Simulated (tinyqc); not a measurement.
Inside a calculation. Method: MP2 on RHF in the sto-3g basis, for HF, spin multiplicity 1. Computed by tinyqc, a small Python program that keeps every step (integrals from PySCF). Settings: charge = 0, multiplicity = 1, basis = sto-3g, method = RHF, energy threshold = 1e-10, iteration cap = 80, orthogonalisation = symmetric, start = core, DIIS depth = 6. Command: `OMP_NUM_THREADS=1 python tinyqc.py 29156 29157 out.jsonl` (the two numbers bound the seeds that draw the settings). One thread of a shared host (Intel(R) Xeon(R) Processor @ 2.60GHz), about 0.09 s of CPU time with the checks. The early iterations of the SCF are left out here.

## One-electron integrals

Geometry (angstrom):
```
atom         x         y         z
F     0.000000  0.000000  0.000000
H     0.000000  0.000000  1.147000
```

Basis sto-3g: exponents (1/bohr^2) and contraction coefficients of normalised primitives:
```
element  l (shell)    exponent  coefficient
F            s (1)  166.679130     0.154329
F            s (1)   30.360812     0.535328
F            s (1)    8.216821     0.444635
F            s (2)    6.464803    -0.099967
F            s (2)    1.502281     0.399513
F            s (2)    0.488588     0.700115
F            p (3)    6.464803     0.155916
F            p (3)    1.502281     0.607684
F            p (3)    0.488588     0.391957
H            s (1)    3.425251     0.154329
H            s (1)    0.623914     0.535328
H            s (1)    0.168855     0.444635
```

Overlap, kinetic and nuclear-attraction integrals over the contracted functions; the nuclear repulsion is the sum of Za Zb / Rab.

nuclear repulsion = 4.15221874 hartree

overlap S:
```
           1F 1s     1F 2s    1F 2px    1F 2py    1F 2pz     2H 1s
1F 1s   1.000000  0.237990  0.000000  0.000000  0.000000  0.028534
1F 2s   0.237990  1.000000  0.000000  0.000000  0.000000  0.310459
1F 2px  0.000000  0.000000  1.000000  0.000000  0.000000  0.000000
1F 2py  0.000000  0.000000  0.000000  1.000000  0.000000  0.000000
1F 2pz  0.000000  0.000000  0.000000  0.000000  1.000000  0.265393
2H 1s   0.028534  0.310459  0.000000  0.000000  0.265393  1.000000
```

kinetic energy T (hartree):
```
            1F 1s      1F 2s    1F 2px    1F 2py    1F 2pz      2H 1s
1F 1s   36.984577  -0.212858  0.000000  0.000000  0.000000  -0.007717
1F 2s   -0.212858   1.037995  0.000000  0.000000  0.000000   0.037071
1F 2px   0.000000   0.000000  3.248015  0.000000  0.000000   0.000000
1F 2py   0.000000   0.000000  0.000000  3.248015  0.000000   0.000000
1F 2pz   0.000000   0.000000  0.000000  0.000000  3.248015   0.127018
2H 1s   -0.007717   0.037071  0.000000  0.000000  0.127018   0.760032
```

nuclear attraction V (hartree):
```
             1F 1s       1F 2s      1F 2px      1F 2py      1F 2pz      2H 1s
1F 1s   -77.470937   -9.286607    0.000000    0.000000   -0.009624  -1.141067
1F 2s    -9.286607  -12.001998    0.000000    0.000000   -0.119275  -2.709509
1F 2px    0.000000    0.000000  -11.887484    0.000000    0.000000   0.000000
1F 2py    0.000000    0.000000    0.000000  -11.887484    0.000000   0.000000
1F 2pz   -0.009624   -0.119275    0.000000    0.000000  -11.953209  -2.007091
2H 1s    -1.141067   -2.709509    0.000000    0.000000   -2.007091  -5.307355
```

core Hamiltonian H = T + V (hartree):
```
             1F 1s       1F 2s     1F 2px     1F 2py     1F 2pz      2H 1s
1F 1s   -40.486361   -9.499465   0.000000   0.000000  -0.009624  -1.148784
1F 2s    -9.499465  -10.964002   0.000000   0.000000  -0.119275  -2.672438
1F 2px    0.000000    0.000000  -8.639469   0.000000   0.000000   0.000000
1F 2py    0.000000    0.000000   0.000000  -8.639469   0.000000   0.000000
1F 2pz   -0.009624   -0.119275   0.000000   0.000000  -8.705194  -1.880073
2H 1s    -1.148784   -2.672438   0.000000   0.000000  -1.880073  -4.547323
```

## Two-electron integrals

Functions are numbered as in S; the eight-fold symmetry (ij|kl) = (ji|kl) = (kl|ij) leaves the list below.

Two-electron integrals (ij|kl) in chemists' order, unique and non-zero (hartree):
```
(11|11) 5.403501   (21|11) 0.841920   (21|21) 0.156299   (22|11) 1.268028
(22|21) 0.292344   (22|22) 0.926167   (31|31) 0.027998   (32|31) 0.043169
(32|32) 0.204588   (33|11) 1.264502   (33|21) 0.292403   (33|22) 0.925959
(33|33) 0.997514   (41|41) 0.027998   (42|41) 0.043169   (42|42) 0.204588
(43|43) 0.053770   (44|11) 1.264502   (44|21) 0.292403   (44|22) 0.925959
(44|33) 0.889973   (44|44) 0.997514   (51|51) 0.027998   (52|51) 0.043169
(52|52) 0.204588   (53|53) 0.053770   (54|54) 0.053770   (55|11) 1.264502
(55|21) 0.292403   (55|22) 0.925959   (55|33) 0.889973   (55|44) 0.889973
(55|55) 0.997514   (61|11) 0.102198   (61|21) 0.018824   (61|22) 0.035027
(61|33) 0.034973   (61|44) 0.034973   (61|51) 0.000762   (61|52) 0.001437
(61|55) 0.035141   (61|61) 0.002290   (62|11) 0.274503   (62|21) 0.064204
(62|22) 0.228817   (62|33) 0.225386   (62|44) 0.225386   (62|51) 0.004371
(62|52) 0.034979   (62|55) 0.235453   (62|61) 0.007855   (62|62) 0.071232
(63|31) 0.006530   (63|32) 0.039418   (63|53) 0.007249   (63|63) 0.010271
(64|41) 0.006530   (64|42) 0.039418   (64|54) 0.007249   (64|64) 0.010271
(65|11) 0.193368   (65|21) 0.045786   (65|22) 0.174685   (65|33) 0.167361
(65|44) 0.167361   (65|51) 0.009246   (65|52) 0.064564   (65|55) 0.189132
(65|61) 0.005820   (65|62) 0.066801   (65|65) 0.072493   (66|11) 0.453183
(66|21) 0.107711   (66|22) 0.443707   (66|33) 0.429408   (66|44) 0.429408
(66|51) 0.008621   (66|52) 0.098444   (66|55) 0.471860   (66|61) 0.013240
(66|62) 0.182479   (66|65) 0.199341   (66|66) 0.774606
```

## Orthogonalisation

S = U s U^T; symmetric (Loewdin) form X = U s^(-1/2) U^T, so that X^T S X = 1.

eigenvalues of S: 0.559369  0.848352  1.000000  1.000000  1.128816  1.463463

X:
```
            1F 1s      1F 2s    1F 2px    1F 2py     1F 2pz      2H 1s
1F 1s    1.022783  -0.128252  0.000000  0.000000  -0.004025   0.016451
1F 2s   -0.128252   1.065549  0.000000  0.000000   0.036188  -0.177705
1F 2px   0.000000   0.000000  1.000000  0.000000   0.000000   0.000000
1F 2py   0.000000   0.000000  0.000000  1.000000   0.000000   0.000000
1F 2pz  -0.004025   0.036188  0.000000  0.000000   1.030186  -0.148824
2H 1s    0.016451  -0.177705  0.000000  0.000000  -0.148824   1.072086
```

## Iteration 6 (converged): orbitals

converged F (hartree):
```
             1F 1s      1F 2s     1F 2px     1F 2py     1F 2pz      2H 1s
1F 1s   -25.910760  -6.624625   0.000000   0.000000  -0.017396  -0.809883
1F 2s    -6.624625  -3.021892   0.000000   0.000000  -0.038056  -0.761707
1F 2px    0.000000   0.000000  -0.462339   0.000000   0.000000   0.000000
1F 2py    0.000000   0.000000   0.000000  -0.462339   0.000000   0.000000
1F 2pz   -0.017396  -0.038056   0.000000   0.000000  -0.247008  -0.469530
2H 1s    -0.809883  -0.761707   0.000000   0.000000  -0.469530  -0.352371
```

Diagonalise F' = X^T F X, C = X C', fill 5 alpha and 5 beta electrons from the bottom; D = 2 C_occ C_occ^T. Each column has its largest component positive (the first on a tie).

F' = X^T F X (hartree):
```
            1          2          3          4          5          6
1  -25.440600  -3.398542   0.000000   0.000000  -0.039222  -0.069397
2   -3.398542  -1.803250   0.000000   0.000000   0.069346  -0.376939
3    0.000000   0.000000  -0.462339   0.000000   0.000000   0.000000
4    0.000000   0.000000   0.000000  -0.462339   0.000000   0.000000
5   -0.039222   0.069346   0.000000   0.000000  -0.123883  -0.459765
6   -0.069397  -0.376939   0.000000   0.000000  -0.459765  -0.064616
```

orbital energies (hartree): MO1 -25.920140, MO2 -1.423616, MO3 -0.513607, MO4 -0.462339, MO5 -0.462339, MO6 0.425015

coefficients C:
```
              MO1        MO2        MO3       MO4        MO5        MO6
1F 1s    0.994922  -0.256481   0.058634  0.000000   0.000000   0.061073
1F 2s    0.020971   0.985215  -0.301890  0.000000   0.000000  -0.350008
1F 2px   0.000000   0.000000   0.000000  0.999164  -0.040885   0.000000
1F 2py   0.000000   0.000000   0.000000  0.040885   0.999164   0.000000
1F 2pz   0.001616   0.036884   0.686761  0.000000   0.000000  -0.782147
2H 1s   -0.003646   0.113035   0.580869  0.000000   0.000000   0.923672
```

D after iteration 6:
```
            1F 1s      1F 2s    1F 2px    1F 2py     1F 2pz      2H 1s
1F 1s    2.118182  -0.499050  0.000000  0.000000   0.064830   0.002880
1F 2s   -0.499050   2.124454  0.000000  0.000000  -0.341908  -0.128144
1F 2px   0.000000   0.000000  2.000000  0.000000   0.000000   0.000000
1F 2py   0.000000   0.000000  0.000000  2.000000   0.000000   0.000000
1F 2pz   0.064830  -0.341908  0.000000  0.000000   0.946007   0.806162
2H 1s    0.002880  -0.128144  0.000000  0.000000   0.806162   0.700397
```

Within a degenerate level the vectors are fixed only up to a rotation; this is one choice.

## Convergence

Stop when the energy changes by less than 1e-10 hartree and every element of the error matrix X^T (F D S - S D F) X is below 3e-06.

Course of the cycle:
```
iteration   E (hartree)     change  largest element of the error matrix
1          -97.88015165          -                             5.39e-01
2          -98.53489217  -6.55e-01                             8.79e-02
3          -98.53930766  -4.42e-03                             1.39e-02
4          -98.53944229  -1.35e-04                             4.12e-04
5          -98.53944244  -1.52e-07                             3.68e-06
6          -98.53944244  -7.09e-12                             3.25e-07
```

PySCF RHF in the same basis = -98.53944244 hartree

Converged in 6 iterations.

## Integrals over molecular orbitals

(pq|rs) = sum C_ip C_jq C_kr C_ls (ij|kl), one index at a time.

one-electron integrals over orbitals h = C^T H C (hartree):
```
            1          2          3          4          5          6
1  -40.468850   0.717944  -0.155336   0.000000   0.000000  -0.166739
2    0.717944  -9.127393   0.527897   0.000000   0.000000   0.898600
3   -0.155336   0.527897  -7.034439   0.000000   0.000000   2.150472
4    0.000000   0.000000   0.000000  -8.639469   0.000000   0.000000
5    0.000000   0.000000   0.000000   0.000000  -8.639469   0.000000
6   -0.166739   0.898600   2.150472   0.000000   0.000000  -6.042647
```

Two-electron integrals over orbitals (pq|rs), unique and non-zero (hartree):
```
(11|11) 5.363981    (21|11) -0.517723   (21|21) 0.078816    (22|11) 1.224339
(22|21) -0.022062   (22|22) 0.866488    (31|11) 0.117546    (31|21) -0.017085
(31|22) 0.008208    (31|31) 0.018702    (32|11) -0.130211   (32|21) 0.006046
(32|22) -0.041880   (32|31) 0.020665    (32|32) 0.142979    (33|11) 0.918294
(33|21) -0.009044   (33|22) 0.711569    (33|31) -0.002892   (33|32) -0.022432
(33|33) 0.700150    (41|41) 0.029552    (42|41) 0.039857    (42|42) 0.187274
(43|41) -0.008253   (43|42) -0.032397   (43|43) 0.038443    (44|11) 1.264021
(44|21) -0.014923   (44|22) 0.890454    (44|31) 0.003452    (44|32) -0.071260
(44|33) 0.699880    (44|44) 0.997514    (51|51) 0.029552    (52|51) 0.039857
(52|52) 0.187274    (53|51) -0.008253   (53|52) -0.032397   (53|53) 0.038443
(54|54) 0.053770    (55|11) 1.264021    (55|21) -0.014923   (55|22) 0.890454
(55|31) 0.003452    (55|32) -0.071260   (55|33) 0.699880    (55|44) 0.889973
(55|55) 0.997514    (61|11) 0.123403    (61|21) -0.019817   (61|22) 0.002307
(61|31) -0.011385   (61|32) -0.023866   (61|33) 0.007352    (61|44) 0.003530
(61|55) 0.003530    (61|61) 0.021392    (62|11) -0.179771   (62|21) 0.004519
(62|22) -0.098726   (62|31) -0.020000   (62|32) -0.069022   (62|33) -0.025059
(62|44) -0.097058   (62|55) -0.097058   (62|61) 0.018199    (62|62) 0.092268
(63|11) -0.403701   (63|21) 0.006837    (63|22) -0.217274   (63|31) 0.001656
(63|32) 0.086952    (63|33) -0.101478   (63|44) -0.232088   (63|55) -0.232088
(63|61) -0.005365   (63|62) 0.042996    (63|63) 0.216367    (64|41) -0.008036
(64|42) -0.032577   (64|43) -0.020452   (64|64) 0.029754    (65|51) -0.008036
(65|52) -0.032577   (65|53) -0.020452   (65|65) 0.029754    (66|11) 0.854075
(66|21) -0.009067   (66|22) 0.651484    (66|31) 0.011768    (66|32) 0.053065
(66|33) 0.657341    (66|44) 0.632849    (66|55) 0.632849    (66|61) -0.008063
(66|62) -0.058140   (66|63) -0.022705   (66|66) 0.688289
```

## Second-order Moller-Plesset energy

Hartree-Fock energy = -98.53944244 hartree

E2 = sum_ijab (ia|jb) [2 (ia|jb) - (ib|ja)] / (e_i + e_j - e_a - e_b) over occupied i, j and virtual a, b; the opposite-spin part is (ia|jb)^2 / denominator, the rest is same-spin, and SCS-MP2 scales them by 6/5 and 1/3.

Terms:
```
i  j  a  b    (ia|jb)    (ib|ja)  denominator       term
3  3  6  6   0.216367   0.216367    -1.877243  -0.024938
2  2  6  6   0.092268   0.092268    -3.697261  -0.002303
2  3  6  6   0.042996   0.042996    -2.787252  -0.000663
3  2  6  6   0.042996   0.042996    -2.787252  -0.000663
5  5  6  6   0.029754   0.029754    -1.774707  -0.000499
4  4  6  6   0.029754   0.029754    -1.774707  -0.000499
1  2  6  6   0.018199   0.018199   -28.193785  -0.000012
2  1  6  6   0.018199   0.018199   -28.193785  -0.000012
1  1  6  6   0.021392   0.021392   -52.690310  -0.000009
3  1  6  6  -0.005365  -0.005365   -27.283777  -1.05e-06
1  3  6  6  -0.005365  -0.005365   -27.283777  -1.05e-06
```

Pair energies (hartree; pair i-j sums ij and ji):
```
pair  opposite spin  same spin
1-1       -0.000009   0.000000
2-1       -0.000023   0.000000
2-2       -0.002303   0.000000
3-1       -2.11e-06   0.000000
3-2       -0.001326   0.000000
3-3       -0.024938   0.000000
4-4       -0.000499   0.000000
5-5       -0.000499   0.000000
```

MP2 correlation energy = -0.02959903 hartree

SCS-MP2 correlation energy = -0.03551884 hartree

MP2 total energy = -98.56904147 hartree
